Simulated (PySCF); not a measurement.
## Computed spin Hamiltonian

Compound: CHF₂O (doublet state).
Atom-mapped SMILES: `[OH:1][C:2]([F:3])[F:4]` (hydrogens: H5 on O1)

Geometry (GFN2-xTB, Å), atoms numbered from 1 in this order:
```xyz
5
CHF2O angstrom
O     -0.7741   -0.5853    0.2781
C      0.3922    0.0228    0.3303
F      0.4020    1.3299    0.0173
F      1.4089   -0.5793   -0.3126
H     -1.4204   -0.1852   -0.3303
```

The hyperfine couplings belong to this conformer and change with its torsions.

Computed, not measured: UKS B3LYP, pcH-1 on C F H O, non-relativistic, mean-field spin-orbit, GIAO in PySCF. Geometry: GFN2-xTB, one conformer, isolated molecule. Couplings are sensitive to structure, and on GFN2-xTB geometries they can be far from those on DFT ones.

* g1, g2, g3: 2.00175, 2.00374, 2.00403
* g_iso: 2.00317
* Form of g: close to axial: the two nearest values differ by 13 % of g3 − g1
* ⟨S²⟩: 0.7519 (exact 0.7500)
* α and β electrons: 17, 16
* HOMO–LUMO gap, α and β orbitals: 7.01, 8.28 eV
* Total energy: -313.56426 Eh

Isotropic coupling and dipolar principal values T1 to T3, in MHz; ρ(0) is the spin density at the nucleus:

```csv
atom,isotope,a_iso,T1,T2,T3,Mulliken spin population,ρ(0) (bohr⁻³)
O1,17O,-155.1,-23.8,11.0,12.9,0.03,0.2559
C2,13C,652.5,-72.6,-71.2,143.8,0.80,0.5804
F3,19F,324.4,-187.2,-169.0,356.2,0.05,0.0771
F4,19F,448.7,-233.0,-217.2,450.2,0.06,0.1066
H5,1H,94.9,-7.9,-4.0,11.9,0.06,0.0212
```

The largest Mulliken spin populations are on C2 (+0.80) and F4 (+0.06). No atom but C2 exceeds +0.15. The angles at C2 add up to 341.4°, so it is pyramidal.

Under fast tumbling the dipolar parts average out, and these isotropic splittings remain: 2 × 19F (F3/F4, I = 1/2, 3 lines) with 13.79 mT and 1 × 1H (H5, I = 1/2, 2 lines) with 3.38 mT.

Means are taken over nuclei equivalent by connectivity, which assumes that they swap fast. The 19F value of +386.6 MHz is a mean of couplings from 324.4 to 448.7 MHz in this one geometry, not an average over conformers.

The 17O coupling of O1 (-155.1 MHz) shows only in satellite lines or after enrichment, since that isotope makes up about 0.038 % of natural oxygen.

The 13C coupling of C2 (652.5 MHz) shows only in satellite lines or after enrichment, since that isotope makes up about 1.07 % of natural carbon.

On Arm Neoverse V1, one thread, shared host with 32 logical CPUs at a one-minute load of 22, this took 16 s (grids of density and orbitals included) and 0.36 GiB of memory at its peak.
